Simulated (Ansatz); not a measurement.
Diamond-structure Ge, treated with r²SCAN in Ansatz (plane waves, PAW).

Numerical settings: plane-wave cutoff 500 eV, 18×18×1 k mesh (along the axes of the cell as run), Fermi–Dirac smearing 0.05 eV, scalar-relativistic PAW data made under PBE.

### Question
Give the computed surface energy of the (111) face and work function of the (111) face.

### Answer

* **surface energy of the (111) face**: 2.21 J/m²
* **work function of the (111) face**: 5.29 eV

The slab of 12 atoms is relaxed and unreconstructed.

Static lattice: no zero-point or thermal effects.

Ansatz is a quantum-chemistry and plane-wave program.
